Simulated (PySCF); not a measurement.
**Core-level binding energies of 3,3,3-trifluoroprop-1-yne**

3,3,3-trifluoroprop-1-yne, C3HF3.
Bonds: C1–C2 (triple), C2–C3, C3–F4, C3–F5, C3–F6. Hydrogens: H7 on C1.

Method used: delta-SCF UKS SCAN, pcX-2 on the ionised atom, pcseg-1 elsewhere, spin-free X2C (PySCF). Vertical ΔSCF values, vacuum level as zero.

Q: What binding energy does each computed site have?

A: 
| atom(s) | environment | level | binding energy (eV) | above the level's lowest (eV) | count |
| --- | --- | --- | --- | --- | --- |
| C1 | terminal alkyne carbon | C 1s | 292.03 | 0.00 | 1 |
| C2 | alkyne carbon | C 1s | 292.14 | +0.11 | 1 |
| C3 | CF3 carbon | C 1s | 299.38 | +7.35 | 1 |
| F4/F5/F6 | fluorine of a CF3 group | F 1s | 694.22 | 0.00 | 3 |

The listed C 1s values span 7.35 eV, from C1 (bonded to C (triple bond) and H) to C3 (bonded to 3 F and C).

Q: Give the binding energy of C 1s of C1 in hartree and in kJ/mol.

A: 292.03 eV = 10.7319 Eh = 28177 kJ/mol.

Atoms equivalent by their bonding share one computed value, that of the first of them. Spin contamination (⟨S²⟩ against 0.75 for a pure doublet) is marked for C 1s of C1 (0.85), which makes this value less certain. Geometry: GFN2-xTB; no solvent, vibrations or thermal averaging.

The run took 21 s wall on an x86-64 server with one thread, no GPU, on a shared host.
